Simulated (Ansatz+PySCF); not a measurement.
Results of a calculation; reference values are marked as such.
# Several solutions for singlet C₂H₆ in separate pieces

```csv
atom,x (Å),y (Å),z (Å)
C,0.0000,0.0000,0.0000
H,1.0903,0.0000,0.0000
H,-0.5452,0.9443,0.0000
H,-0.5452,-0.9443,0.0000
C,10.0000,0.0000,0.0000
H,11.0903,0.0000,0.0000
H,9.4548,0.9443,0.0000
H,9.4548,-0.9443,0.0000
```

Basis set: STO-3G (spherical functions). Charge 0, multiplicity 1.

CASSCF(2,2) was run from several starts with Ansatz (development build ahead of 0.2.0) and PySCF 2.14.0. The starts are those of the Hartree–Fock orbitals from which the active space was taken at the frontier.

```tsv
run	program	start	converged	energy (hartree)	<S²>
A	Ansatz	search for the lowest state	yes	-78.14332	0.00
B	PySCF	program defaults	no	–	–
C	Ansatz	atomic start, no search	yes	-78.14332	0.00
D	Ansatz	stability test followed	yes	-78.14332	0.00
```

**Question.** Which runs reached the lowest solution of this kind, and what is wrong with the others?

**Answer.** A, C, D reached the lowest solution found. Not converged: B.
